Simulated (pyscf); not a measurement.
H₂B–NH₂ (SMILES BN) + HCl (SMILES Cl) → H₂B–Cl (SMILES BCl) + NH₃ (SMILES N) (four-centre exchange; singlet surface; B–N, Cl–H broken, B–Cl, H–N formed). PySCF, gas phase, ωB97X-D3(BJ)/def2-SVP geometries. MP2 and CC: frozen core, UHF for open shells. ΔMP2 is the change of the MP2 total energy from the triple- to the quadruple-zeta basis. Energies in kJ/mol from the separated reactants.

| level | barrier | reaction energy |
|---|---|---|
| ωB97X-D3(BJ)/def2-TZVP | (withheld) | +47.8 |
| PBE/def2-TZVP | 40.5 | +51.7 |
| r²SCAN/def2-TZVP | 42.3 | +50.2 |
| HF/def2-TZVP | 110.5 | +46.3 |
| CCSD/def2-TZVPP | 75.8 | +50.0 |
| CCSD(T)/def2-TZVPP | 66.9 | +49.7 |
| CCSD(T)/def2-TZVPP + ΔMP2(QZVPP) | (withheld) | (withheld) |

Question: Some entries are withheld; supply them.

Answer: 
- ωB97X-D3(BJ)/def2-TZVP, barrier: 56.4
- CCSD(T)/def2-TZVPP + ΔMP2(QZVPP), barrier: 65.4
- CCSD(T)/def2-TZVPP + ΔMP2(QZVPP), reaction energy: +49.0

Of the functionals in the table, ωB97X-D3(BJ) is closest to CCSD(T)/def2-TZVPP + ΔMP2(QZVPP) in the barrier (8.9 kJ/mol apart) and PBE least close (24.9 kJ/mol); that level has limits of its own. On the product side the descent ends in an adduct with a B–N contact, 119.3 kJ/mol under the separated species and 127.9 kJ/mol under the saddle at ωB97X-D3(BJ)/def2-TZVP. At PBE, r²SCAN the saddle lies under the separated products, which points to a path from their complex (located at ωB97X-D3(BJ) alone), and parting the products costs more than the saddle. What is counted as broken (B–N) persists as a longer contact in the product adduct; parting that adduct is a step of its own. This is the saddle that the search found; another between the same sides may lie lower. The CCSD(T) − MP2 part came from Ansatz, without density fitting, on the same reference.
